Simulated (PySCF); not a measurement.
CH4O, SMILES CO (connectivity only; charge and spin as stated), charge +1, multiplicity 2. Atoms are numbered in the order given.

```xyz
6

C     -0.0676    -0.6349     0.0000
O      0.1315     0.7051     0.0000
H      0.5763    -1.0473     0.8274
H      0.5763    -1.0473    -0.8274
H     -1.1007    -0.9733     0.0000
H     -0.6985     1.2366     0.0000
```
Charge +1, spin multiplicity 2.

Geometry: ωB97X-D3(BJ)/def2-TZVP. The multiplicity is an assumed one; other spin states were not compared.

Two levels are set side by side: PBE/pcH-1 (PySCF) and B3LYP/pcH-1 (PySCF). Contact hyperfine couplings, same geometry. Differences are taken from unrounded values.

```json
[
 {"quantity": "A(iso) of 13C, atom C1 (MHz)", "B3LYP": "-43.3", "PBE": "-37.3", "PBE minus B3LYP": "6.0"},
 {"quantity": "A(iso) of 17O, atom O2 (MHz)", "B3LYP": "-54.6", "PBE": "-31.6", "PBE minus B3LYP": "22.9"},
 {"quantity": "A(iso) of 1H, atom H3 (MHz)", "B3LYP": "390.4", "PBE": "382.1", "PBE minus B3LYP": "-8.3"},
 {"quantity": "A(iso) of 1H, atom H4 (MHz)", "B3LYP": "390.4", "PBE": "382.1", "PBE minus B3LYP": "-8.3"},
 {"quantity": "A(iso) of 1H, atom H5 (MHz)", "B3LYP": "-12.3", "PBE": "-13.6", "PBE minus B3LYP": "-1.3"},
 {"quantity": "A(iso) of 1H, atom H6 (MHz)", "B3LYP": "-51.0", "PBE": "-42.4", "PBE minus B3LYP": "8.6"}
]
```

Rough cost on one machine, each run with all the roots and properties that it gave: B3LYP against PBE within a factor of 2.
